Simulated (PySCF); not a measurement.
Species: C4H4F2.
Atom-mapped SMILES: `[CH2:1]=[C:2]=[CH:3][CH:4]([F:5])[F:6]` (hydrogens: H7, H8 on C1; H9 on C3; H10 on C4)

Vertical excitations from PySCF (density fitting, frozen core in the response, grid level 2 and gas phase unless stated; continuum runs use non-equilibrium linear response for the excitations) on a GFN2-xTB geometry. Reference run:

| settings | S1, eV (f) | S2, eV (f) | S3, eV (f) | S4, eV (f) | S5, eV (f) | S6, eV (f) | T1, eV (Tamm–Dancoff) | mean α (au) |
| --- | --- | --- | --- | --- | --- | --- | --- | --- |
| PBE0/def2-SVPD, full TDDFT, 6 singlets | 6.02 (0.000) | 6.27 (0.000) | 7.33 (0.009) | 7.81 (0.143) | 7.85 (0.008) | 8.07 (1.090) | 4.63 | 53.0 |

Task: What do these settings give: BLYP/3-21G, grid level 4, energy threshold 1e-11 Eh, full TDDFT, 1 singlet?

Result: 
```json
{"settings": "BLYP/3-21G, grid level 4, energy threshold 1e-11 Eh, full TDDFT, 1 singlet", "S1, eV (f)": "5.91 (0.000)", "S2, eV (f)": "–", "S3, eV (f)": "–", "S4, eV (f)": "–", "S5, eV (f)": "–", "S6, eV (f)": "–", "T1, eV (Tamm–Dancoff)": "–", "mean α (au)": "39.1"}
```

S1 moves by -0.11 eV; functional and basis change together, so the shift can't be laid on one. States are counted by energy in each run and needn't keep their character from row to row.

Task: Which orbital pairs make up S1 in each run, and how does it sit against the orbital gap?

Result: 
```csv
settings,S1 configurations (weight),S1 (eV),orbital gap (eV),S1 − gap (eV)
"PBE0/def2-SVPD, full TDDFT, 6 singlets","H−1→L 0.68, H→L+1 0.31",6.02,7.96,-1.94
"BLYP/3-21G, grid level 4, energy threshold 1e-11 Eh, full TDDFT, 1 singlet","H→L 0.91, H−1→L+1 0.09",5.91,5.82,+0.09
```

Conformer computed: `[CH2:1]=[C:2]=[CH:3][CH:4]([F:5])[F:6]`: C2–C3–C4–F5 -121°.

One conformer stands for the species.
